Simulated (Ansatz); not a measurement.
# NH₄ (doublet): from Hartree-Fock to the top rungs at distance N1–H4 along a hydrogen transfer = 1.126 Å, cc-pVDZ

How much of the correlation energy of NH₄ (doublet) does each wave-function method recover here?

Computed with Ansatz 0.2.0, Gaussian basis. Level: cc-pVDZ, core rule «outside noble gas», up to 1 orbitals frozen.

The runs, in order: UHF; CCSD(T) on ROHF; CCSD(T) on UHF; BCCD(T) on ROHF; CISD; CCSDT(Q) on ROHF; CCSDT(Q) on UHF; CCSDTQ on ROHF; CASSCF and MRCISD+Q, 3 electrons in 3 orbitals; CASSCF and NEVPT2, 3 electrons in 3 orbitals; CASSCF and MRCISD+Q, 9 electrons in 8 orbitals; CASSCF and NEVPT2, 9 electrons in 8 orbitals.

**1. The geometry**

The geometry derives from fragments relaxed apart (PBE0/def2-TZVP) and kept rigid, so it is no stationary point. A hydrogen atom is moved between rigid fragments.

5 atoms, charge 0, spin multiplicity 2.

Atoms are counted from 1 here; the program's logs count them from 0.

Bond lengths: N1–H2 1.012 Å, N1–H3 1.012 Å, N1–H4 1.126 Å. Angles: H2–N1–H3 107.1°, H2–N1–H4 107.1°, H3–N1–H4 107.1°.

**2. UHF**

The input, in.yaml:

```yaml
crystal:
  periodic: [false, false, false]
  atoms:
    - {symbol: N, position_ang: [-0.142735, -0.031601, -0.049186]}
    - {symbol: H, position_ang: [-0.440015, 0.936233, -0.049186]}
    - {symbol: H, position_ang: [-0.440014, -0.433900, 0.831073]}
    - {symbol: H, position_ang: [0.983265, -0.031600, -0.049187]}
    - {symbol: H, position_ang: [1.880265, -0.031600, -0.049187]}
basis:
  gaussian: {orbitals: cc-pVDZ}
magnetization: {spin_polarized: true, initial_magnetization: 1}
hamiltonian: {xc: hf}
output: {orbitals: {seedname: orbitals}}
```

Run with:

```
$ ansatz run in.yaml --threads 1 --pin off --events-out ev --progress --plain --max-ram 2816MiB --backend cpu
```

Further steps of the session: CCSD(T) on ROHF; CCSD(T) on UHF; BCCD(T) on ROHF; CISD; CCSDT(Q) on ROHF; CCSDT(Q) on UHF; CCSDTQ on ROHF; CASSCF and MRCISD+Q, 3 electrons in 3 orbitals; CASSCF and NEVPT2, 3 electrons in 3 orbitals; CASSCF and MRCISD+Q, 9 electrons in 8 orbitals; CASSCF and NEVPT2, 9 electrons in 8 orbitals.

Before running them: what should the planned runs give, taken together? Wanted: RCCSDTQ below the RHF energy; RMP2 from RCCSDTQ; UMP2 from RCCSDTQ; RCCSD from RCCSDTQ; RCCSD(T) from RCCSDTQ; UCCSD(T) from RCCSDTQ; RCCSDT(Q) from RCCSDTQ; UCCSDT(Q) from RCCSDTQ; NEVPT2 pair from RCCSDTQ.

**Answer**, as computed:

| quantity | value |
| --- | --- |
| RCCSDTQ below the RHF energy | -6.2625 eV |
| RMP2 from RCCSDTQ | +63.8 kJ/mol |
| UMP2 from RCCSDTQ | +70.1 kJ/mol |
| RCCSD from RCCSDTQ | +14.9 kJ/mol |
| RCCSD(T) from RCCSDTQ | +2.1 kJ/mol |
| UCCSD(T) from RCCSDTQ | +2.1 kJ/mol |
| RCCSDT(Q) from RCCSDTQ | -0.1 kJ/mol |
| UCCSDT(Q) from RCCSDTQ | -0.1 kJ/mol |
| NEVPT2 pair from RCCSDTQ | +64.1 kJ/mol |
| MRCISD+Q pair from RCCSDTQ | +4.8 kJ/mol |
| NEVPT2 valence from RCCSDTQ | +75.5 kJ/mol |
| levels within 1 kcal/mol (43 meV) | RCCSD(T), UCCSD(T), BCCD(T), RCCSDT, UCCSDT, RCCSDT(Q), UCCSDT(Q), MRCISD+Q valence |
| T1 diagnostic | 0.025 |
| effectively unpaired electrons | 1.01 |

RCCSD(T) lands +2.1 kJ/mol from the yardstick (0.3 % of the correlation energy). One determinant dominates. Of the multireference levels listed MRCISD+Q valence comes nearest in total energy (+0.4 kJ/mol), which doesn't show that its space is the better one. These misses are within one basis, not against nature; the frozen cores of restricted and unrestricted runs differ, which can shift their rows.
